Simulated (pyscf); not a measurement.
This saddle point was located with ωB97X-D3(BJ)/def2-SVP in PySCF.

```xyz
9

C     -0.4500    -0.5876     1.3108
Si    -0.2980     0.5468    -0.1755
Cl    -0.4092    -2.2908     0.7844
Cl    -1.8613     0.2016    -1.4525
Cl     1.4793     0.1809    -1.1246
H     -0.3338     2.0628     0.2687
H     -1.3970    -0.4052     1.8407
H      0.3796    -0.4161     2.0132
H     -0.3623     3.2111     0.5796
```
Charge 0, spin multiplicity 2.

Surface: doublet, charge 0. Lowest wavenumbers (cm⁻¹): 1046i, 57, 103, 154, 161.

Q: What reaction is this the transition state of?

A: Cl–CH₂–SiH(Cl)–Cl + H• <-> Cl–CH₂–Si•(Cl)–Cl + H₂, a hydrogen abstraction read from left to right: H–Si broken and H–H formed. At ωB97M-D3(BJ)/def2-TZVP it lies +5.9 kcal/mol from the left side and +16.2 kcal/mol from the right (each side as separated species at their lowest minima found). Cl–CH₂–SiH(Cl)–Cl lies 43.9 kcal/mol over its isomer H₃C–Si(Cl)(Cl)–Cl (electronic energy, ωB97M-D3(BJ)). Cl–CH₂–Si•(Cl)–Cl lies 32.0 kcal/mol over its isomer •H₂C–Si(Cl)(Cl)–Cl (electronic energy, ωB97M-D3(BJ)). This is the saddle that the search found; another between the same sides may lie lower. The angle at the transferred H is 179°.
